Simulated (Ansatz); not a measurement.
Reaction (atomization): `NC(=O)C=O` → 2 C• + 3 H• + N• + 2 O•

Program: Ansatz. Geometries: PBE0-D4/def2-TZVP. ΔE: electronic, gas phase. CBS: MP2 limit from def2 TZ/QZ plus the TZ coupled-cluster correction, frozen cores. This one scheme is used for every species, atoms too. DFT in def2-TZVPP. Open shells (•) are unrestricted, without spin–orbit coupling. Spin–orbit coupling would lower the free atoms: a little for C, O. One conformer a species, not always the lowest.

`NC(=O)C=O`:

Cartesian coordinates in Å:
```
N 1.009 0.318 0.587
C 0.312 -0.056 -0.496
O 0.744 -0.231 -1.614
C -1.175 -0.264 -0.216
O -1.667 -0.109 0.866
H 0.527 0.430 1.464
H 1.997 0.484 0.520
H -1.747 -0.572 -1.111
```

```json
{"level": "r2SCAN-D4", "ΔE (eV)": "36.14"}
{"level": "BHLYP-D4", "ΔE (eV)": "34.01"}
{"level": "CCSD(T)/def2-TZVPP", "ΔE (eV)": "34.71"}
{"level": "CCSD/CBS(def2)", "ΔE (eV)": "35.00"}
```

What does CCSD(T)/CBS give? (An estimate is asked.)

The calculation gave: +35.86 eV. The listed levels differ from it by 0.28, -1.85, -1.15, -0.86 eV.

Largest T1 diagnostic among the species: 0.016.

From r2SCAN to r2SCAN0 (25 % exact exchange), in def2-TZVPP and without D4, ΔE moves by −1.21 eV: exact exchange takes away binding that semilocal exchange gives to molecules. The D4 term adds +0.21 eV with B3LYP and +0.11 eV with PBE0; it sums over pairs of atoms, weighted by their polarisabilities, and B3LYP, whose exchange is more repulsive, gets the larger term. At CCSD(T), def2-SVP lies −1.94 eV from the extrapolated value and def2-TZVPP −1.15 eV: correlation converges slowly with the basis, and small sets miss more of it in the bonded molecule than in its fragments.

B3LYP here is the variant with VWN-RPA as its local correlation; programs differ in this.

For atomizations the MP2-based limit and the directly extrapolated one differ by several kJ/mol either way, and by 10 to 25 for some Ge, Se and Sn compounds, so smaller differences from it don't rank the levels.
